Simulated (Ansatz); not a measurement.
System: C4H9, charge -1, multiplicity 1. It need not be the lowest isomer of its formula. Whether it binds its extra electron was not tested at this geometry. 
Structure (B3LYP-D3(BJ)/def2-TZVP (Ansatz, a first-principles code) minimum search):
```
C
H 1 1.1264
C 1 1.5103 2 116.41
H 3 1.1038 1 110.25 2 -58.91
H 3 1.1038 4 106.91 1 -119.85
C 1 1.5349 2 104.71 3 122.72
H 6 1.0948 1 110.41 2 -67.38
H 6 1.0952 7 107.33 1 119.07
H 6 1.1007 7 108.02 8 117.91
C 1 1.5349 2 104.71 6 114.57
H 10 1.0948 1 110.41 2 67.38
H 10 1.0952 11 107.33 1 -119.07
H 10 1.1007 11 108.02 12 -117.91
```
Charge -1, spin multiplicity 1.

Parts of the frozen-core correlation energy in cc-pVTZ (Ansatz, hartree). Frozen orbitals: 4; correlated occupied orbitals by spin: 13 and 13; virtual: 229 and 229. Spin-orbit coupling is left out. No relativistic terms.

```json
[
 {"term": "reference (HF)", "value": "-156.65661"},
 {"term": "MP2 opposite-spin", "value": "-0.57294"},
 {"term": "MP2 same-spin", "value": "-0.16323"},
 {"term": "CCSD correlation", "value": "-0.78053"},
 {"term": "(T)", "value": "-0.03216"},
 {"term": "T1 diagnostic", "value": "0.011"},
 {"term": "largest doubles amplitude", "value": "0.020"}
]
```
